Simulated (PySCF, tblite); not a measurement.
# ethylhydrazine (C₂H₈N₂): geometry, infrared bands, NMR shifts and spin-spin couplings

Wanted: the infrared bands, NMR shifts and spin-spin couplings of ethylhydrazine (C₂H₈N₂) (`CCNN`), by calculation.

Computed with tblite 0.8.0 and PySCF 2.14.0, with density-fitted response routines of our own, on a single molecule in the gas phase. Atoms are numbered from 0 throughout.

**1. The molecule as given**

12 atoms, charge 0, multiplicity 1; geometry from: force field or distance geometry start.

Bonds of the start (Å): C0–C1 1.49, C1–N2 1.43, N2–N3 1.37, C0–H4 1.10, C0–H5 1.14, C0–H6 1.10, C1–H7 1.11, C1–H8 1.12, N2–H9 1.04, N3–H10 1.01, N3–H11 1.03.

**2. Geometry optimisation with GFN2-xTB**

What the job is given:

```
{"job": {"kind": "relax", "xc": "GFN2-xTB", "basis": "xTB"}, "charge": 0, "multiplicity": 1}
C     -1.332900     0.322000     0.204700
C     -0.317400    -0.710800    -0.138800
N      0.900700    -0.228800    -0.717200
N      1.624400     0.677500     0.002600
H     -1.493700     1.078000    -0.582500
H     -2.314600    -0.250900     0.297100
H     -1.162300     0.792300     1.182800
H     -0.768900    -1.390000    -0.899100
H     -0.043400    -1.286500     0.780700
H      1.492500    -1.046000    -0.953700
H      1.459600     1.665200    -0.136100
H      1.957400     0.377300     0.933500
```

Run with:

```console
> OMP_NUM_THREADS=1 python probes_run.py task.json out
```

One launch serves the whole session: the jobs run in the order shown.

**Question.** This job is followed by: GFN2-xTB harmonic vibrations, gas phase; GIAO PBE0/pcSseg-1 NMR shielding, non-relativistic, gas phase; B3LYP/pcJ-1 indirect spin-spin coupling, non-relativistic, gas phase. Predict these results of the whole session: strongest single infrared mode (GFN2-xTB); zero-point energy (GFN2-xTB); ¹³C shifts against TMS (PBE0/pcSseg-1); ¹H shifts against TMS (PBE0/pcSseg-1, means over atoms taken as alike); ¹⁵N shifts against NH3 (PBE0/pcSseg-1); largest coupling of the table (B3LYP/pcJ-1).

The runs gave:

| quantity | value |
| --- | --- |
| strongest single infrared mode (GFN2-xTB) | 2792 cm⁻¹, 118 km/mol |
| zero-point energy (GFN2-xTB) | 67.1 kcal/mol |
| ¹³C shifts against TMS (PBE0/pcSseg-1) | 54.4, 15.0 ppm |
| ¹H shifts against TMS (PBE0/pcSseg-1, means over atoms taken as alike) | 2.72, 2.68, 2.34, 1.09 ppm |
| ¹⁵N shifts against NH3 (PBE0/pcSseg-1) | 91.6, 84.0 ppm |
| largest coupling of the table (B3LYP/pcJ-1) | ¹J(C,H) C1–H7, 135.6 Hz |

**Reading.** Relaxing lowered the energy by 0.419 eV in 61 steps; the close pair that moved most is C0–H5, from 1.140 to 1.087 Å. All 30 modes are real, so the xTB geometry is a minimum. The strongest single mode, at 2792 cm⁻¹, moves mainly H8. GFN2-xTB is a fitted tight-binding method: band positions and strengths are rough. Its intensities can rank the bands wrongly. The most deshielded carbon is C1 (sp3 CH2 bonded to N), at 54.4 ppm: pulled downfield by the heteroatom. H7, H8 (mean) (hydrogen on an sp3 CH2 bonded to N) lies farthest downfield among hydrogen, at 2.72 ppm; its carbon carries N, hence the downfield position. At PBE0/pcSseg-1: Shielding is most anisotropic at N3 (span 135 ppm, paramagnetic term -131 ppm). Of the pairs tabulated at B3LYP/pcJ-1, C1–H7 (mean over like pairs) couples most strongly (135.6 Hz; Fermi contact 134.1 Hz). Couplings across rotatable bonds belong to this one conformer; where others are populated, the observed values are averages.
